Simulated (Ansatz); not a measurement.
## bcc Zr (high-temperature phase)

The numbers are results of r²SCAN+rVV10 in Ansatz (plane waves, PAW), not measurements.

Settings: plane-wave cutoff 500 eV, 28×28×28 k mesh, Fermi–Dirac smearing 0.1 eV, scalar-relativistic PAW data made under PBE.

Cell: relaxed at this level.

* **volume per atom**: 22.77 Å³/atom
* **lattice parameter a**: 3.571 Å
* **band gap**: none

Note: symmetry holds this phase in the static calculation, where it need not be a minimum; held by symmetry at 0 K, a high-temperature phase can be a saddle point.

Spin–orbit coupling is not included.

Computed values are for the static lattice.

Ansatz is a program for electronic structure.
